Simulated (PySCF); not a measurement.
Gas-phase reaction: SiH₂ + 2 Cl = SiH₂Cl₂

Computed with PySCF and rigid-rotor harmonic-oscillator thermochemistry at 1 bar. 'Table' is the NASA 1993 thermochemical table (part measured, part estimated). † marks an energy on the PBE0/def2-TZVP geometry and frequencies; other levels use their own. CCSD(T) freezes the core. 6-31G* has spherical d functions here. Open shells (unrestricted): Cl (multiplicity 2); the rest are closed-shell singlets. Spin-orbit splitting is ignored; it lowers the true energy and changes the entropy of Cl. B3LYP is the form with VWN-RPA correlation. CCSD(T) isn't extrapolated to the basis-set limit. The table's entry may be an old estimate for SiH₂, SiH₂Cl₂ (not checked at source).

```csv
level,"ΔH°(298 K), kJ"
table,-808.5
B3LYP/6-31G*,-760.5
B3LYP/def2-TZVP†,…
CCSD(T)/def2-SVP†,-742.4
CCSD(T)/def2-TZVPP†,…
HF/6-31G*,…
PBE0/def2-SVP†,…
PBE0/def2-TZVP,-833.5
ωB97M-V/def2-TZVP†,-832.0
```

Q: Fill in the missing entries.

A: 
- B3LYP/def2-TZVP†, ΔH°(298 K), kJ: -787.9
- CCSD(T)/def2-TZVPP†, ΔH°(298 K), kJ: -798.7
- HF/6-31G*, ΔH°(298 K), kJ: -626.6
- PBE0/def2-SVP†, ΔH°(298 K), kJ: -814.5
